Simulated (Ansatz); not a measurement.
Two structures of SiH$_{2}$ClF, closed shell, reached by relaxing down either side of one saddle point (PBE0-D4/def2-TZVP). Energies are electronic, without zero-point energy. Program: Ansatz 0.2.0. Basis: def2-TZVPP and def2-QZVPP. Cores are frozen in the correlated methods. Extrapolation: Hartree–Fock as exp(−7.88 √X), correlation as X^−2.97. First:

```xyz
5
angstrom
Si -0.4638 -0.6024 0.9368
Cl 1.0678 -1.2619 -0.4203
H -0.1240 0.4926 -1.2366
F -0.8630 0.8331 -0.7659
H 0.3830 0.5385 1.4859
```

Second:

Si1  (-0.095, 0.067, 0.033)
Cl2  (1.174, -1.516, -0.139)
H3  (-1.399, -0.302, -0.551)
F4  (0.494, 1.289, -0.795)
H5  (-0.174, 0.463, 1.451)
(Å)

(1) Which bonds change from the first to the second?

(2) Give the saddle point's structure and its height above each. (An estimate is asked for; the value comes from the calculation.)

No T1 diagnostic of these runs exceeds 0.015. The restricted Hartree–Fock reference is unstable towards an unrestricted one at one or more of these structures.

## Answers

(1) SiHCl ([SiH][Cl]) + HF → SiH₂ClF ([F][SiH2][Cl]); bonds formed: Si1–H3, Si1–F4; bonds broken: H3–F4.

(2) Computed: 0.744 eV above the first and 3.974 eV above the second (CCSD(T) at an estimated basis limit (MP2 extrapolated from triple and quadruple zeta, plus CCSD(T) − MP2 in triple zeta)).
```
5
angstrom
Si -0.2905 -0.3488 0.3409
Cl 1.3659 -1.5252 0.0341
H -1.0484 0.3858 -0.9523
F -0.1249 1.0692 -0.9868
H 0.0978 0.4190 1.5639
```

Losses and insertions of silylenes and their heavier kin drive the gas-phase chemistry of silicon and germanium vapour deposition.

Labels in which every atom is bracketed show which atoms are joined, not bond orders.

For scale, one of the runs: CCSD(T)/def2-TZVPP, 143 basis functions, launched by `ansatz run in.yaml --threads 2 --pin off --events-out ev --progress --plain --max-ram 4352MiB`. The run took 11 s on 2 CPU threads (shared host), with 0.79 GiB of host memory at its peak.
